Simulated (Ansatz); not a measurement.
We consider tetradymite Bi2Te3, described by PBEsol (PAW; Ansatz, a quantum-chemistry and plane-wave program).

Run with plane-wave cutoff 500 eV, 10×10×10 k mesh, Fermi–Dirac smearing 0.05 eV, scalar-relativistic PAW data made under PBE.

Computed at the level's own relaxed cell.

**Question.** Estimate the equilibrium volume per atom, equilibrium lattice constant a and c axis length that the calculation returns.

**Answer.** 
- equilibrium volume per atom = 33.59 Å³/atom
- equilibrium lattice constant a = 4.381 Å
- c axis length = 30.314 Å

Measured, for comparison: lattice constant a 4.386 Å, lattice parameter c 30.497 Å (temperature not stated, no zero-point or thermal correction; as tabulated in Luo et al. (2012), arXiv:1308.1523). Computed (rounded) less measured: lattice constant a -0.1 %, lattice parameter c -0.6 %. A static lattice is as a rule a little smaller and stiffer than an uncorrected measurement, which narrows the difference in the lattice parameter c and would widen misses of the other sign.

Note: the cell comes from a level without a dispersion term, which matters for the spacing of layers, chains or molecules.

Spin–orbit coupling is not included; it can shift volumes and moduli of such heavy elements.

Static lattice: no zero-point or thermal effects.

Cost on a shared machine: very roughly 4 core-minutes.
